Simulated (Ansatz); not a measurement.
## What a trial cell of TiSbOs4 relaxes into

These are results of DFT PBE, scalar-relativistic, plane waves, PAW (Ansatz), not measurements. Cutoff 420 eV, Γ-centred k mesh, Gaussian smearing, no spin polarisation in the final step.

This is the end of a relaxation of cell and atoms.

```xyz
6
Lattice="0.0000 3.6927 3.6927 3.6927 0.0000 3.6927 3.6927 3.6927 0.0000" Properties=species:S:1:pos:R:3 pbc="T T T"
Ti    0.0000    0.0000    0.0000
Sb    5.5391    5.5391    5.5391
Os    4.6178    4.6178    2.7677
Os    4.6178    2.7677    4.6178
Os    2.7677    4.6178    4.6178
Os    2.7677    2.7677    2.7677
```

Formation energies are uncorrected and refer to the elements' standard structures at the same level.

(1) What space group does it have?

(2) What is its formation energy per atom?

(3) Is it a metal?

## Answers

(1) F-43m (No. 216). Conventional cell: a = 7.385 Å. Around Ti lie 12 Os at 3.06 Å and 4 Sb at 3.20 Å; Sb is coordinated by 12 Os at 3.06 Å and 4 Ti at 3.20 Å; around Os lie 6 Os at 2.61–2.62 Å, 3 Ti at 3.06 Å and 3 Sb at 3.06 Å.

(2) 0.44 eV/atom.

(3) Yes, bands cross the Fermi level on the 10×10×10 mesh.

The final run used a 10×10×10 mesh on its 6-atom cell and 0.10 eV smearing. For metals, differences of a few meV/atom aren't resolved. Spin–orbit coupling is left out. The cell came from a trial start, so TiSbOs4 may not exist in this structure.

Cost: 3 runs of about 2.4 core-minutes in all, on Arm Neoverse V2 (shared hosts).